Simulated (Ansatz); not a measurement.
Input for Ansatz (development build ahead of 0.2.0):

```yaml
crystal:
  periodic: [false, false, false]
  atoms:
    - { symbol: O, position_ang: [0.0, 0.0, -1.20175] }
    - { symbol: B, position_ang: [0.0, 0.0, 0.0] }
    - { symbol: O, position_ang: [0.0, 0.0, 1.20175] }
basis:
  gaussian: { orbitals: def2-SVP }
magnetization:
  spin_polarized: true
  initial_magnetization: 1
hamiltonian:
  xc: hf
correlation:
  method: mp2
  frozen_orbitals: { B: 1, O: 1 }
scf:
  omitted_lower_state_checks: [starts, atomic_configurations, cluster_reference, orbital_swaps, given_window_search, neighbouring_geometries, increment]
```

The input is written out in the form of the current development build from the run's settings.

The run gave:

```yaml
Converged: yes
Reference_energy: -174.28465 hartree
Correlation_energy: -0.38985 hartree
Total_energy: -174.67450 hartree
Spin_squared_of_the_determinant: 0.895
Stability_test: minimum
Occupied_orbitals_by_symmetry_in_an_Abelian_subgroup_alpha;_beta: 4 Ag 3 B1u 1 B2g 1 B2u 1 B3g 1 B3u; 4 Ag 3 B1u 1 B2g 1 B2u 1 B3u
```

Messages of the program:
```
mean field -4742.52681142 eV, -174.2846457195 hartree, gradient 1.9e-6 eV, S^2 0.895387; 0 other ends of a descent, 0 dependent functions left out
```

Caution: the unrestricted determinant is spin contaminated.
